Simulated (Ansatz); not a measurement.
H$_{2}$ClO, doublet: a saddle search.

in.yaml

```yaml
crystal:
  periodic: [false, false, false]
  atoms:
    - {symbol: H, position_ang: [0.384400, -0.046200, 0.074600]}
    - {symbol: Cl, position_ang: [1.338900, -1.327800, -0.649100]}
    - {symbol: O, position_ang: [-0.431100, 0.858200, 0.410800]}
    - {symbol: H, position_ang: [-1.292200, 0.515800, 0.163700]}
basis:
  gaussian: {orbitals: def2-SVP}
magnetization: {spin_polarized: true, initial_magnetization: 1}
hamiltonian: {xc: pbe0, dispersion: d4}
saddle:
  max_steps: 4
  mode_guess:
    - [-0.5005, 0.4510, 0.0681]
    - [-0.1809, 0.1423, 0.0276]
    - [0.4333, -0.4651, -0.0717]
    - [0.2480, -0.1282, -0.0239]
```

Run by:

```bash
ansatz run in.yaml --threads 2 --pin off --events-out ev --progress --plain --max-ram 4352MiB
```

What Ansatz 0.2.0 printed:

```
Functional definition: PBE0
  name "PBE0"
  cite "Adamo & Barone, J. Chem. Phys. 110, 6158 (1999) doi:10.1063/1.478522"
  cite "Perdew, Burke & Ernzerhof, Phys. Rev. Lett. 77, 3865 (1996) doi:10.1103/PhysRevLett.77.3865"
  parent pbe
  parameter a = 0.25
  parameter kappa = 0.804
  parameter beta = 0.06672455060314922
  exchange = (1 - a)*pbe_x(kappa = kappa, mu = beta*pi^2/3) + a*exact_x
  correlation = pbe_c(beta = beta)
423 factors; integrals over basis functions are off by at most 2.1e-4 eV
mean field evaluation 1: about -14581.9686 eV, gradient 3.6e1 eV
mean field evaluation 2: about -14556.0132 eV, gradient 8.1e1 eV
mean field evaluation 4: about -14583.9848 eV, gradient 2.5e1 eV
mean field evaluation 8: about -14587.4788 eV, gradient 2.3e0 eV
mean field evaluation 16: about -14587.4986 eV, gradient 2.5e-1 eV
mean field evaluation 32: about -14587.4568 eV, gradient 2.9e0 eV
mean field -14587.58182076 eV, -536.0837440949 hartree, gradient 3.0e-6 eV, S^2 0.765423; 6 other end points of the search recorded, 0 dependent functions left out
the calculation of the forces begins
reference -14587.58183489 eV, -536.0837446139 hartree; 14, 13 occupied and 28, 29 virtual orbitals, 423 factors
these checks for a lower state are left out or cut short: stability, starts, cluster_reference, orbital_swaps, neighbouring_geometries, increment
423 factors; integrals over basis functions are off by at most 2.1e-4 eV
mean field -14587.62370345 eV, -536.0852832554 hartree, gradient 1.4e-6 eV, S^2 0.764673; 0 other end points of the search recorded, 0 dependent functions left out
the calculation of the forces begins
reference -14587.62371756 eV, -536.0852837738 hartree; 14, 13 occupied and 28, 29 virtual orbitals, 423 factors
these checks for a lower state are left out or cut short: stability, starts, cluster_reference, orbital_swaps, neighbouring_geometries, increment
423 factors; integrals over basis functions are off by at most 2.1e-4 eV
mean field evaluation 64: about -14587.6077 eV, gradient 1.6e-2 eV
mean field -14587.60774903 eV, -536.0846969410 hartree, gradient 2.3e-6 eV, S^2 0.764713; 0 other end points of the search recorded, 0 dependent functions left out
the calculation of the forces begins
reference -14587.60776315 eV, -536.0846974603 hartree; 14, 13 occupied and 28, 29 virtual orbitals, 423 factors
saddle step   1: F+E_penalty+E_count = -14587.60418937 eV  max|allowed force component| = 2.908e0 eV/Å  curvature = -24.9871 eV/Å²  mode residual = 1.93e1 eV/Å²  Δτ_max = 0.0000 Å  (1 rotations, 3 force calls, 246 SCF iters)  cluster: 3 rotations left out, max|force component along them| = 2.320e-7 eV/Å
saddle step   2: F+E_penalty+E_count = -14587.92866674 eV  max|allowed force component| = 1.582e0 eV/Å  curvature = -13.5118 eV/Å²  mode residual = 3.57e0 eV/Å²  Δτ_max = 0.2000 Å  (1 rotations, 3 force calls, 155 SCF iters)  cluster: 3 rotations left out, max|force component along them| = 1.151e-7 eV/Å
saddle step   3: F+E_penalty+E_count = -14587.93190938 eV  max|allowed force component| = 1.677e0 eV/Å  curvature = -1.0180 eV/Å²  mode residual = 2.28e0 eV/Å²  Δτ_max = 0.1723 Å  (1 rotations, 3 force calls, 87 SCF iters)  cluster: 3 rotations left out, max|force component along them| = 1.270e-6 eV/Å
saddle step   4: F+E_penalty+E_count = -14588.03108941 eV  max|allowed force component| = 6.601e-1 eV/Å  curvature = -11.0194 eV/Å²  mode residual = 4.03e0 eV/Å²  Δτ_max = 0.0881 Å  (1 rotations, 3 force calls, 92 SCF iters)  cluster: 3 rotations left out, max|force component along them| = 1.520e-6 eV/Å
Error: the saddle search did not converge after 4 steps: max|allowed force component| = 6.60e-1 eV/Å (threshold 5.0e-2). At the last step the curvature along the mode is -11.019 eV/Å² (extrapolated from the last rotation, not read by a force call), negative, as on the way to a saddle point. To go on, set a larger `saddle.max_steps` (a set value also replaces the default of 250 for a search that goes on from a second negative curvature), or search again from the last step's geometry and mode. Where this run's directory can be resumed (`checkpoint.write`), a resume goes on for up to `saddle.max_steps` more
F+E_penalty+E_count at the last step = -14588.03108941 eV
to start another search from the last step: its geometry and its mode (saddle.mode_guess, Cartesian):
  atoms:
    - { symbol: H, position_ang: [0.47867389, -0.14647081, 0.18173960] }
    - { symbol: Cl, position_ang: [1.14072276, -1.12384040, -0.61591834] }
    - { symbol: O, position_ang: [-0.36356386, 0.81246534, 0.28386493] }
    - { symbol: H, position_ang: [-1.25583279, 0.45784587, 0.15031381] }
  mode_guess:
    - [-0.57849508, 0.52224376, 0.17210520]
    - [0.01102534, -0.03449481, -0.07993993]
    - [0.37886770, -0.39971929, -0.09298379]
    - [0.18860204, -0.08802966, 0.00081852]


[the SCF lines of later steps are left out]
```

The lines “mean field evaluation” count trial sets of orbitals through the whole run, from several starts and some on an approximate energy, so they need not fall steadily or lie above the final value.

The run took about 9.5 s on 2 CPU threads of an Intel Xeon Platinum 8488C (shared host).


The run did not converge within its limit. Four steps were allowed, too few from this start.